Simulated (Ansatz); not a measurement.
Consider the isomerisation: `CC/C=C/CC` → `C=C(CC)CC`.

Program: Ansatz. Geometries: PBE0-D4/def2-TZVP. ΔE: electronic, gas phase. CCSD(T)/CBS is the MP2 limit (def2-TZVPP, def2-QZVPP) plus CCSD(T) − MP2 in def2-TZVPP, frozen cores. Functionals use def2-TZVPP. B3LYP here is the variant with VWN-RPA as its local correlation; programs differ in this. HSE06 is defined as in plane-wave codes. Each species was taken in one conformer, which may not be the lowest.

| level | ΔE (kJ/mol) | difference from CCSD(T)/CBS |
| --- | --- | --- |
| LDA (SPW92) | -2.3 | -0.1 |
| PBE-D4 | 0.6 | 2.8 |
| revPBE-D4 | -1.8 | 0.4 |
| BLYP-D4 | -0.5 | 1.7 |
| r2SCAN-D4 | -0.2 | 2.0 |
| B3LYP-D4 | -0.2 | 2.0 |
| r2SCANh-D4 | -0.3 | 1.9 |
| r2SCAN0-D4 | -0.4 | 1.8 |
| HSE06-D4 | 0.6 | 2.8 |
| BHLYP-D4 | -0.1 | 2.1 |
| CAM-B3LYP-D4 | 0.0 | 2.2 |
| ωB97X-V | -1.1 | 1.1 |
| ωB97M-V | -1.8 | 0.4 |
| B2PLYP | 2.7 | 4.9 |
| revPBE | 9.1 | 11.3 |
| BLYP | 8.7 | 10.9 |
| r2SCAN | 1.0 | 3.2 |
| PBE0 | 4.1 | 6.3 |
| B3LYP | 6.8 | 9.0 |
| r2SCANh | 1.0 | 3.2 |
| r2SCAN0 | 1.1 | 3.3 |
| HSE06 | 4.2 | 6.4 |
| BHLYP | 5.0 | 7.2 |
| CAM-B3LYP | 4.0 | 6.2 |
| LC-ωPBE | 2.6 | 4.8 |
| RPA@PBE/def2-TZVPP | -2.1 | 0.1 |
| HF/def2-SVP | 7.6 | 9.8 |
| MP2/def2-SVP | -1.4 | 0.8 |
| CCSD/def2-SVP | 0.7 | 2.9 |
| CCSD(T)/def2-SVP | -0.6 | 1.6 |
| HF/def2-TZVPP | 7.8 | 10.0 |
| MP2/def2-TZVPP | -3.6 | -1.4 |
| SCS-MP2/def2-TZVPP | -1.1 | 1.1 |
| CCSD/def2-TZVPP | -0.7 | 1.5 |
| CCSD(T)/def2-TZVPP | -2.2 | 0.0 |
| HF/def2-QZVPP | 7.8 | 10.0 |
| MP2/def2-QZVPP | -3.6 | -1.4 |
| SCS-MP2/def2-QZVPP | -1.1 | 1.1 |
| HF/CBS(def2) | 7.8 | 10.0 |
| CCSD/CBS(def2) | -0.7 | 1.5 |
| CCSD(T)/CBS | -2.2 | 0 |

Largest T1 diagnostic among the species: 0.009.

From BLYP to BHLYP (50 % exact exchange), in def2-TZVPP and without D4, ΔE moves by −3.6 kJ/mol. The D4 term adds −7.0 kJ/mol with B3LYP and −4.0 kJ/mol with PBE0; it sums over pairs of atoms, weighted by their polarisabilities, and B3LYP, whose exchange is more repulsive, gets the larger term.
